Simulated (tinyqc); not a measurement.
The integration grid: Kohn-Sham SCAN on finer and finer grids in the sto-3g basis, for CH2, spin multiplicity 3. Computed by the program tinyqc with PySCF. Self-consistent on each grid; the net force on the molecule should vanish.

Geometry (angstrom):

| atom | x | y | z |
|---|---|---|---|
| C | 0.0000 | 0.0000 | 0.0000 |
| H | 0.0000 | 0.9210 | 0.6140 |
| H | 0.0000 | -0.9210 | 0.6140 |

Kohn-Sham energy on Becke grids (radial x angular points per atom):

| grid | points | residual of the electron count | E (hartree) | E - finest (mhartree) | largest net force without grid terms (hartree/bohr) |
|---|---|---|---|---|---|
| 10 x 14 | 416 | -2.74e-02 | -38.556640 | 78.054553 | 1.08e-01 |
| 15 x 26 | 1164 | 5.51e-03 | -38.640904 | -6.209716 | 1.63e-02 |
| 20 x 50 | 2992 | -4.80e-04 | -38.638626 | -3.931457 | 1.51e-02 |
| 30 x 86 | 7728 | 2.99e-04 | -38.634689 | 0.005485 | 3.76e-02 |
| 50 x 194 | 29078 | 3.69e-06 | -38.634535 | 0.159372 | 5.43e-02 |
| 75 x 302 | 67836 | -3.06e-07 | -38.634803 | -0.108611 | 1.65e-02 |
| 120 x 590 | 212154 | -1.03e-09 | -38.634694 | 0.000000 | 5.68e-04 |

What does the comparison show, and why?

The energy is within 0.1 mhartree of the finest grid first at 30 x 86. The error has both signs, since quadrature is not variational. The electron count and the net force are cheap signs of a poor grid.
